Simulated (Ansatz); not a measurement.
## Relaxing Br

Computed with DFT PBEsol, scalar-relativistic, plane waves, PAW in Ansatz. Cutoff 420 eV, Γ-centred k mesh, Gaussian smearing, no spin polarisation in the final step.

Br was placed on the lonsdaleite structure type (P6_3/mmc, No. 194), at a guessed volume.

```
Br
1.0
     4.48483    0.00000    0.00000
    -2.24241    3.88397    0.00000
     0.00000    0.00000    7.39996
Br
4
Direct
  0.33333 0.66667 0.43750
  0.66667 0.33333 0.93750
  0.66667 0.33333 0.56250
  0.33333 0.66667 0.06250
```

Cell and atoms relax at zero pressure; the relaxation can't lower the symmetry of the start. After a coarse first stage the cell is made exact in the group found at 0.06 Å.

Energies count from the standard state of Br at the same level.

Question: Which crystal results?

Answer: It keeps P6_3/mmc (No. 194), but not the shape of the type it started on. Conventional cell: a = 4.120 Å, c = 9.388 Å. Br has 1 Br at 2.33 Å.

Space group P6_3/mmc (No. 194). a = 4.120 Å, b = 4.120 Å, c = 9.388 Å, α = 90.00°, β = 90.00°, γ = 120.00°
| atom | site | symmetry | x | y | z |
| --- | --- | --- | --- | --- | --- |
| Br | 4f | 3m. | 0.3333 | 0.6667 | 0.3741 |

Question: What are its volume, energy, density and gap?

Answer: The volume per atom is 34.49 Å³, the density is 3.85 g/cm³ and the energy over the standard structure is 0.106 eV/atom. The gap on the 12×12×4 mesh is 0.26 eV.

The final run used a 12×12×4 mesh on its 4-atom cell and 0.01 eV smearing. Symmetry constrained the relaxation, so the result can be a saddle point. The steps took of the order of 50 core-seconds in all.

This form isn't the element's structure at ambient conditions.